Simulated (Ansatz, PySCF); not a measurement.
Complex: CH4S (SMILES CS) (first 6 atoms) with HCl (SMILES Cl); geometry from NCB31 set.
(charge 0, multiplicity 1):
```json
[
 {"atom": "C", "x (Å)": "-1.4476", "y (Å)": "1.1556", "z (Å)": "0.0185"},
 {"atom": "S", "x (Å)": "-1.4146", "y (Å)": "-0.6598", "z (Å)": "-0.0835"},
 {"atom": "H", "x (Å)": "-1.4663", "y (Å)": "1.5168", "z (Å)": "-1.0099"},
 {"atom": "H", "x (Å)": "-0.5530", "y (Å)": "1.5353", "z (Å)": "0.5100"},
 {"atom": "H", "x (Å)": "-2.3442", "y (Å)": "1.4977", "z (Å)": "0.5319"},
 {"atom": "H", "x (Å)": "-1.3774", "y (Å)": "-0.8909", "z (Å)": "1.2382"},
 {"atom": "Cl", "x (Å)": "2.1258", "y (Å)": "0.0241", "z (Å)": "0.0032"},
 {"atom": "H", "x (Å)": "0.9222", "y (Å)": "-0.4446", "z (Å)": "-0.0982"}
]
```

Counterpoise-corrected where a basis set is named; no monomer relaxation. Rows marked so take none.

Rows in 6-31G*, STO-3G carry no dispersion term and start afresh at each structure (6-31G* with six Cartesian d functions).

Codes used: Ansatz (Gaussian basis) for Hartree–Fock, density functionals and correlated methods; PySCF for 6-31G* rows, STO-3G rows, the dispersion terms. Values without a source in brackets are computed.

```csv
level,interaction energy (kJ/mol)
HF/STO-3G (no counterpoise),-18.5
BLYP-D4/def2-TZVPPD,-24.1
r2SCAN-D3(BJ)/def2-TZVPPD,-25.6
r2SCAN-D4/def2-TZVPPD,-25.2
B3LYP/def2-TZVPPD,-15.4
PBE0/def2-TZVPPD,-20.6
M06-2X/6-31G* (no counterpoise),-22.8
CAM-B3LYP/def2-TZVPPD,…
CAM-B3LYP-D4/def2-TZVPPD,…
```

Task: Some entries are withheld; supply them.

Result: 
- CAM-B3LYP/def2-TZVPPD, interaction energy (kJ/mol): -17.3
- CAM-B3LYP-D4/def2-TZVPPD, interaction energy (kJ/mol): -22.0

Ansatz is a first-principles code.
